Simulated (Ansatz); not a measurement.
**AlH4− (singlet): from Hartree-Fock to the top rungs, aug-cc-pVTZ**

An exercise on one series of results from a longer session: the logs are not shown, and one member is left open.

Computed with Ansatz 0.2.0, Gaussian basis. Level: aug-cc-pVTZ, core rule «outside noble gas», up to 5 orbitals frozen.

To be run: UHF; CCSD(T) on RHF; BCCD(T) on RHF; CCSDT(Q) on RHF; CASSCF and NEVPT2, 8 electrons in 8 orbitals.

3 further runs of the same task are left out: 2 for a known fault of the program, 1 set aside as unsound or not needed.

**The system**

The geometry is a PBE0/def2-TZVPD stationary point (not a proven minimum).

5 atoms, charge -1, spin multiplicity 1.

Atoms are counted from 1 here; the program's logs count them from 0.

Bond lengths: Al1–H2 1.647 Å, Al1–H3 1.647 Å, Al1–H4 1.647 Å, Al1–H5 1.647 Å. Angles: H2–Al1–H3 109.5°, H2–Al1–H4 109.5°, H2–Al1–H5 109.5°, H3–Al1–H4 109.5°, H3–Al1–H5 109.5°, H4–Al1–H5 109.5°.

The first run:

File in.yaml:

```yaml
crystal:
  periodic: [false, false, false]
  atoms:
    - {symbol: Al, position_ang: [0.000000, 0.000000, 0.000000]}
    - {symbol: H, position_ang: [0.950024, 0.951316, 0.950557]}
    - {symbol: H, position_ang: [-0.953809, -0.947378, 0.950700]}
    - {symbol: H, position_ang: [-0.947451, 0.949943, -0.954490]}
    - {symbol: H, position_ang: [0.951236, -0.953882, -0.946767]}
basis:
  gaussian: {orbitals: aug-cc-pVTZ}
total_charge: -1
magnetization: {spin_polarized: true, initial_magnetization: 0}
hamiltonian: {xc: hf}
output: {orbitals: {seedname: orbitals}}
```

Run with:

```sh
> ansatz run in.yaml --threads 1 --pin off --events-out ev --progress --plain --max-ram 4096MiB --backend cpu
```

Among the steps run: UHF; CCSD(T) on RHF; BCCD(T) on RHF; CCSDT(Q) on RHF; CASSCF and NEVPT2, 8 electrons in 8 orbitals.

One table of the session follows, with a row left open; its other results are not shown here.

It belongs to the step «Misses and costs». 

```
        method  from RCCSDT(Q) (meV)
           RHF               +4521.5
          RMP2                     ?
         RCCSD                +106.9
      RCCSD(T)                 +22.1
       BCCD(T)                 +21.6
        RCCSDT                  +2.5
     RCCSDT(Q)                     0
CASSCF valence               +3107.2
NEVPT2 valence               +1046.5
```

Estimate the missing values for RMP2.

As computed: from RCCSDT(Q) (meV): +915.9. In the column «from RCCSDT(Q) (meV)» it lies between RCCSD (+106.9) and NEVPT2 valence (+1046.5).
